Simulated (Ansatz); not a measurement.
Ansatz (a program for electronic structure) input (HF/def2-TZVPP):

Ansatz 0.2 input:
```yaml
crystal:
  periodic: [false, false, false]
  atoms:
    - {symbol: N, position_ang: [0.00456047, 0.00186225, 0.14178543]}
    - {symbol: H, position_ang: [-0.02755881, 0.79955398, -0.50646319]}
    - {symbol: H, position_ang: [-0.00436445, -0.81258975, -0.48603483]}
basis:
  gaussian:
    orbitals: def2-TZVPP
hamiltonian:
  xc: {name: HF}
magnetization: {spin_polarized: true, initial_magnetization: 1}
```

Output:

```
Functional definition: HF
integrals: 0.00 GiB planned
300 factors; their error is unknown
mean field: 0.08 GiB planned
mean field evaluation 1: about -1511.9004 eV, gradient 1.3e1 eV
mean field evaluation 2: about -1512.5211 eV, gradient 4.6e0 eV
mean field evaluation 4: about -1512.6222 eV, gradient 2.7e-1 eV
mean field evaluation 8: about -1512.6231 eV, gradient 3.9e-2 eV
mean field -1512.64250637 eV, -55.5885868030 hartree, gradient 1.8e-5 eV, S^2 0.759243; 0 other end points of the search recorded, 0 dependent functions left out
reference -1512.64250637 eV, -55.5885868030 hartree; 5, 4 occupied and 54, 55 virtual orbitals, 300 factors
Total energy: -1512.64250637 eV, -55.5885868030 hartree
```
